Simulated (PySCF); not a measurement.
Cartesian coordinates (Å):
SMILES: [CH2]C
```xyz
7

C      0.8487     0.0507    -0.1358
C     -0.6149    -0.0339     0.0569
H      1.4539    -0.8441    -0.2055
H      1.3642     1.0008    -0.0768
H     -1.1272     0.8554    -0.3196
H     -0.8836    -0.1197     1.1212
H     -1.0411    -0.9092    -0.4403
```
Charge 0, spin multiplicity 2.

Q: What dipole moment, highest occupied spin orbital and total energy does PBE0-D3(BJ)/def2-TZVP in PySCF 2.14.0 give?

A: 
```json
{
 "dipole_moment": "0.31 D",
 "highest_occupied_spin_orbital": "-5.93 eV",
 "total_energy": "-2152.00 eV"
}
```
